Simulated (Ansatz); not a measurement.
# Other spins and charges of SiH⁻, triplet at one geometry

Geometry (PBE0/def2-TZVPD stationary point for this spin):

| atom | x (Å) | y (Å) | z (Å) |
| --- | --- | --- | --- |
| Si | 0.0000 | 0.0000 | 0.0000 |
| H | 0.0000 | 0.0000 | 1.5594 |

Basis aug-cc-pVTZ; Ansatz 0.2.0. Only valence electrons are correlated (noble-gas cores frozen). R marks a restricted (for open shells ROHF) determinant, U an unrestricted one. Active spaces: valence = (6e, 5o) chosen from the atoms' valence shells.

Gaps are energies of the second state less the first, at fixed atoms, for a selection of the levels run; each method lands on the state that its own search finds for that charge and spin.

The highest occupied Kohn–Sham level of the anion is positive, up to +0.51 eV, so in those functionals the extra electron is held by the basis alone, which enters their differences from the reference.

Problem. PBE gives 1.391 eV for removing an electron, to the doublet. Estimate what UCCSDT(Q) gives in aug-cc-pVTZ.

Solution. UCCSDT(Q) in aug-cc-pVTZ gives 1.249 eV, so against it PBE is off by 0.142 eV, of which a good part can be the reference's own basis and frozen-core error.

| level | gap (eV) | error (meV) |
| --- | --- | --- |
| UCCSD(T) | 1.238 | -11 |
| BCCD(T) | 1.239 | -10 |
| MRCISD (valence space) | 1.102 | -147 |
| MRCISD+Q (valence space) | 1.224 | -25 |
| r2SCAN | 1.478 | 229 |
| PBE0 | 1.368 | 119 |
| B3LYP | 1.273 | 24 |
| wB97M-V | 1.152 | -97 |
| B2PLYP | 1.177 | -72 |
| RPA-PBE | 1.397 | 148 |

Full CI isn't at hand for all of this; UCCSDT(Q) serves as the reference, and is uncertain by the last step of the cluster series or more. The frozen core follows each run's orbitals, which can shift R against U totals by a few meV.
